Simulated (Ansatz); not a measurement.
Lattice constant a of some fcc solids

Method: r²SCAN+rVV10 (plane waves, PAW; Ansatz, an electronic-structure program). References are measured values corrected to a static lattice or taken at low temperature (these still hold zero-point motion). The table is a random draw of 6 from 12 solids with such references.

Values in Å.

```csv
solid,reference,r²SCAN+rVV10,error (%)
fcc Pb,4.902,4.957,+1.12
fcc Cu,3.595,3.561,-0.95
fcc Ni,3.508,3.467,-1.17
fcc Au,4.062,4.100,+0.94
fcc Ir,3.831,3.834,+0.08
fcc Ca,5.553,5.547,-0.11
```

Over these 6 solids the mean error is -0.01 %, the mean absolute error 0.73 % (median 0.94 %), and the worst case fcc Ni at -1.17 %; the value is above the reference in 3 of 6 cases. Over all 12 the mean error is +0.05 % and the mean absolute error 0.57 % (median 0.46 %).

All these references are brought to a static lattice.

Spin–orbit coupling is left out, also for the solids with elements from indium on (fcc Pb, fcc Au, fcc Ir); its size isn't shown.

Differences are worked out from the printed values.

Ansatz's density-functional and Hartree–Fock values are scalar-relativistic unless marked +SOC, with PAW data made under PBE.

Ansatz's runs of these crystals have no spin polarisation, but for fcc Ni.

Density-functional runs with spin start from parallel moments for fcc Ni.

Of the class's solids with a reference value and a result at some level, none was set aside. At least 1 more with a reference value is held back for tests. Layered and molecular crystals are counted apart. The metals Ce to Yb are counted apart.

References as tabulated in Csonka et al. (2009), arXiv:0903.4037; Mejia-Rodriguez and Trickey (2018), arXiv:1807.09216.
